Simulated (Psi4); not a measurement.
Psi4 input (PBE/6-31+G*):

```
memory 2025 MB

molecule {
0 1
H    -0.00000000   -0.00000000   -0.37201156
H     0.00000000    0.00000000    0.37201156
}

set {
  basis 6-31+g*
  scf_type df
}

energy('pbe')
print_variables()
```

Output:

```
-----------------------------------------------------------------------
          Psi4: An Open-Source Ab Initio Electronic Structure Package
                               Psi4 1.11 release

    D. G. A. Smith, L. A. Burns, A. C. Simmonett, R. M. Parrish,
    M. C. Schieber, R. Galvelis, P. Kraus, H. Kruse, R. Di Remigio,
    A. Alenaizan, A. M. James, S. Lehtola, J. P. Misiewicz, M. Scheurer,
    R. A. Shaw, J. B. Schriber, Y. Xie, Z. L. Glick, D. A. Sirianni,
    J. S. O'Brien, J. M. Waldrop, A. Kumar, E. G. Hohenstein,
    B. P. Pritchard, B. R. Brooks, H. F. Schaefer III, A. Yu. Sokolov,
    K. Patkowski, A. E. DePrince III, U. Bozkaya, R. A. King,
    F. A. Evangelista, J. M. Turney, T. D. Crawford, C. D. Sherrill,
    J. Chem. Phys. 152(18) 184108 (2020). https://doi.org/10.1063/5.0006002

                            Additional Code Authors
    E. T. Seidl, C. L. Janssen, E. F. Valeev, M. L. Leininger,
    J. F. Gonthier, R. M. Richard, H. R. McAlexander, M. Saitow, X. Wang,
    P. Verma, M. H. Lechner, A. Jiang, S. Behnle, A. G. Heide,
    M. F. Herbst, D. L. Poole, T. Győri, E. C. Mitchell, J. P. Pederson,
    and A. M. Wallace

             Previous Authors, Complete List of Code Contributors,
                       and Citations for Specific Modules
    https://github.com/psi4/psi4/blob/master/codemeta.json
    https://github.com/psi4/psi4/graphs/contributors
    https://psicode.org/psi4manual/master/introduction.html#citing-psifour

    -----------------------------------------------------------------------

    Threads:    1
    Addons:     a̶d̶c̶c̶, a̶m̶b̶i̶t̶, b̶s̶e̶, c̶c̶t̶3̶, c̶f̶o̶u̶r̶, c̶h̶e̶m̶p̶s̶2̶, c̶p̶p̶e̶, d̶d̶x̶,
                d̶f̶t̶d̶3̶, d̶f̶t̶d̶4̶, dkh, ecpint, einsums, f̶o̶r̶t̶e̶, gauxc, g̶c̶p̶,
                g̶d̶m̶a̶, g̶e̶o̶m̶e̶t̶r̶i̶c̶, g̶p̶u̶_̶d̶f̶c̶c̶, i̶n̶t̶e̶g̶r̶a̶t̶o̶r̶x̶x̶,
                i̶p̶i̶, l̶i̶b̶e̶f̶p̶, m̶d̶i̶, m̶p̶2̶d̶, m̶r̶c̶c̶, ooo,
                o̶p̶e̶n̶f̶e̶r̶m̶i̶o̶n̶p̶s̶i̶4̶, pcmsolver, p̶s̶i̶4̶f̶o̶c̶k̶c̶i̶, p̶s̶i̶x̶a̶s̶,
                p̶y̶e̶i̶n̶s̶u̶m̶s̶, r̶e̶s̶p̶, s̶i̶m̶i̶n̶t̶, s̶n̶s̶m̶p̶2̶,
                v̶2̶r̶d̶m̶_̶c̶a̶s̶s̶c̶f̶

  ==> Input File <==

--------------------------------------------------------------------------
memory 2025 MB

molecule {
0 1
H    -0.00000000   -0.00000000   -0.37201156
H     0.00000000    0.00000000    0.37201156
}

set {
  basis 6-31+g*
  scf_type df
}

energy('pbe')
print_variables()
--------------------------------------------------------------------------

   => Libint2 <=

    Primary   basis highest AM E, G, H:  7, 6, 3
    Auxiliary basis highest AM E, G, H:  7, 7, 4
    Onebody   basis highest AM E, G, H:  -, -, -
    Solid Harmonics ordering:            Gaussian

   => Loading Basis Set <=

    Name: 6-31+G*
    Role: ORBITAL
    Keyword: BASIS
    atoms 1-2 entry H          line    46 file 6-31pgs.gbs

         ---------------------------------------------------------
                                   SCF
               by Justin Turney, Rob Parrish, Andy Simmonett
                          and Daniel G. A. Smith
                              RKS Reference
                        1 Threads,   1931 MiB Core
         ---------------------------------------------------------

  ==> Geometry <==

    Molecular point group: d2h
    Full point group: D_inf_h

    Geometry (in Angstrom), charge = 0, multiplicity = 1:

       Center              X                  Y                   Z               Mass
    ------------   -----------------  -----------------  -----------------  -----------------
         H            0.000000000000     0.000000000000    -0.372011560000     1.007825032230
         H            0.000000000000     0.000000000000     0.372011560000     1.007825032230

  Running in d2h symmetry.

  Rotational constants: A = ************  B =     60.43221  C =     60.43221 [cm^-1]
  Rotational constants: A = ************  B = 1811712.12794  C = 1811712.12794 [MHz]
  Nuclear repulsion =    0.711237589861455

  Charge       = 0
  Multiplicity = 1
  Electrons    = 2
  Nalpha       = 1
  Nbeta        = 1

  ==> Algorithm <==

  SCF Algorithm Type is DF.
  DIIS enabled.
  MOM disabled.
  Fractional occupation disabled.
  Guess Type is SAD.
  Energy threshold   = 1.00e-06
  Density threshold  = 1.00e-06
  Integral threshold = 1.00e-12

  ==> Primary Basis <==

  Basis Set: 6-31+G*
    Blend: 6-31+G*
    Number of shells: 4
    Number of basis functions: 4
    Number of Cartesian functions: 4
    Spherical Harmonics?: false
    Max angular momentum: 0

  ==> DFT Potential <==

   => LibXC <=

    Version 7.1.2
    S. Lehtola, C. Steigemann, M. J. T. Oliveira, and M. A. L. Marques,  SoftwareX 7, 1–5 (2018) (10.1016/j.softx.2017.11.002)

   => Composite Functional: PBE <=

    PBE GGA Exchange-Correlation Functional

    J.P. Perdew et. al., Phys. Rev. Lett., 77(18), 3865-3868, 1996

    Deriv               =              1
    GGA                 =           TRUE
    Meta                =          FALSE

    Exchange Hybrid     =          FALSE
    MP2 Hybrid          =          FALSE

   => Exchange Functionals <=

    1.0000     XC_GGA_X_PBE

   => Correlation Functionals <=

    1.0000     XC_GGA_C_PBE

   => LibXC Density Thresholds  <==

    XC_GGA_C_PBE:  1.00E-12
    XC_GGA_X_PBE:  1.00E-15

   => Molecular Quadrature <=

    Radial Scheme          =       TREUTLER
    Pruning Scheme         =           NONE
    Nuclear Scheme         =       TREUTLER

    Blocking Scheme        =         OCTREE
    BS radius alpha        =              1
    Pruning alpha          =              1
    Radial Points          =             75
    Spherical Points       =            302
    Total Points           =          44640
    Total Blocks           =            392
    Max Points             =            256
    Max Functions          =              4
    Weights Tolerance      =       1.00E-15

   => Loading Basis Set <=

    Name: (6-31+G* AUX)
    Role: JKFIT
    Keyword: DF_BASIS_SCF
    atoms 1-2 entry H          line   116 file heavy-aug-cc-pvdz-jkfit.gbs

  ==> Integral Setup <==

  DFHelper Memory: AOs need 0.000 GiB; user supplied 1.409 GiB.
  SCF_SUBTYPE=INCORE selected. In-core MEM_DF algorithm will be used.
  Using in-core AOs.

  ==> MemDFJK: Density-Fitted J/K Matrices <==

    J tasked:                   Yes
    K tasked:                    No
    wK tasked:                   No
    OpenMP threads:               1
    Algorithm:                 Core
    Schwarz Cutoff:           1E-12
    Mask sparsity (%):       0.0000
    Fitting Condition:        1E-10

   => Auxiliary Basis Set <=

  Basis Set: (6-31+G* AUX)
    Blend: HEAVY-AUG-CC-PVDZ-JKFIT
    Number of shells: 18
    Number of basis functions: 50
    Number of Cartesian functions: 50
    Spherical Harmonics?: false
    Max angular momentum: 2

  Cached 100.0% of DFT collocation blocks in 0.005 [GiB].

  Minimum eigenvalue in the overlap matrix is 2.8905184140E-01.
  Reciprocal condition number of the overlap matrix is 1.6894248955E-01.
    Using symmetric orthogonalization.

  ==> Pre-Iterations <==

  SCF Guess: Superposition of Atomic Densities via on-the-fly atomic UHF (no occupation information).

   -------------------------
    Irrep   Nso     Nmo
   -------------------------
     Ag         2       2
     B1g        0       0
     B2g        0       0
     B3g        0       0
     Au         0       0
     B1u        2       2
     B2u        0       0
     B3u        0       0
   -------------------------
    Total       4       4
   -------------------------

  ==> Iterations <==

                           Total Energy        Delta E     RMS |[F,P]|

   @DF-RKS iter SAD:    -0.95717774698117   -9.57178e-01   0.00000e+00
   @DF-RKS iter   1:    -1.15668988780100   -1.99512e-01   2.75573e-02 DIIS/ADIIS
   @DF-RKS iter   2:    -1.16161603736209   -4.92615e-03   6.99918e-03 DIIS/ADIIS
   @DF-RKS iter   3:    -1.16195174200251   -3.35705e-04   9.40258e-05 DIIS
   @DF-RKS iter   4:    -1.16195180266902   -6.06665e-08   1.27610e-07 DIIS
  Energy and wave function converged.

  ==> Post-Iterations <==

   Electrons on quadrature grid:
      Ntotal   =    2.0000000054 ; deviation = 5.421e-09

    Orbital Energies [Eh]
    ---------------------

    Doubly Occupied:

       1Ag    -0.380409

    Virtual:

       1B1u    0.078792     2Ag     0.553863     2B1u    1.054808

    Final Occupation by Irrep:
             Ag   B1g   B2g   B3g    Au   B1u   B2u   B3u
    DOCC [     1,    0,    0,    0,    0,    0,    0,    0 ]
    NA   [     1,    0,    0,    0,    0,    0,    0,    0 ]
    NB   [     1,    0,    0,    0,    0,    0,    0,    0 ]

  @DF-RKS Final Energy:    -1.16195180266902

   => Energetics <=

    Nuclear Repulsion Energy =              0.7112375898614546
    One-Electron Energy =                  -2.4917968061629994
    Two-Electron Energy =                   1.3080349771349833
    DFT Exchange-Correlation Energy =      -0.6894275635024565
    Empirical Dispersion Energy =           0.0000000000000000
    VV10 Nonlocal Energy =                  0.0000000000000000
    Total Energy =                         -1.1619518026690181

Computation Completed

Properties will be evaluated at   0.000000,   0.000000,   0.000000 [a0]

Properties computed using the SCF density matrix

 Multipole Moments:

 ------------------------------------------------------------------------------------
     Multipole            Electronic (a.u.)      Nuclear  (a.u.)        Total (a.u.)
 ------------------------------------------------------------------------------------

 L = 1.  Multiply by 2.5417464519 to convert [e a0] to [Debye]
 Dipole X            :          0.0000000            0.0000000            0.0000000
 Dipole Y            :          0.0000000            0.0000000            0.0000000
 Dipole Z            :          0.0000000            0.0000000            0.0000000
 Magnitude           :                                                    0.0000000

 ------------------------------------------------------------------------------------

  Variable Map:
  ----------------------------------------------------------------------------
  "CURRENT ENERGY"              =>      -1.161951802669
  "CURRENT REFERENCE ENERGY"    =>      -1.161951802669
  "DD SOLVATION ENERGY"         =>       0.000000000000
  "DFT FUNCTIONAL TOTAL ENERGY" =>      -1.161951802669
  "DFT TOTAL ENERGY"            =>      -1.161951802669
  "DFT VV10 ENERGY"             =>       0.000000000000
  "DFT XC ENERGY"               =>      -0.689427563502
  "GRID ELECTRONS ALPHA"        =>       1.000000002710
  "GRID ELECTRONS BETA"         =>       1.000000002710
  "GRID ELECTRONS TOTAL"        =>       2.000000005421
  "NUCLEAR REPULSION ENERGY"    =>       0.711237589861
  "ONE-ELECTRON ENERGY"         =>      -2.491796806163
  "PCM POLARIZATION ENERGY"     =>       0.000000000000
  "PE ENERGY"                   =>       0.000000000000
  "SCF ITERATION ENERGY"        =>      -1.161951802669
  "SCF ITERATIONS"              =>       4.000000000000
  "SCF TOTAL ENERGY"            =>      -1.161951802669
  "TWO-ELECTRON ENERGY"         =>       1.308034977135
  "XC GRID RADIAL POINTS"       =>      75.000000000000
  "XC GRID SPHERICAL POINTS"    =>     302.000000000000
  "XC GRID TOTAL POINTS"        =>   44640.000000000000

  Array Variable Map:
  ----------------------------------------------------------------------------
  "CURRENT DIPOLE"              =>       0.000000000000 ... 0.000000000000 1 by 3
  "SCF DIPOLE"                  =>       0.000000000000 ... 0.000000000000 1 by 3
  "SCF TOTAL ENERGIES"          =>      -0.957177746981 ... -1.161951802669 1 by 5

*** Psi4 exiting successfully. Buy a developer a beer!
```
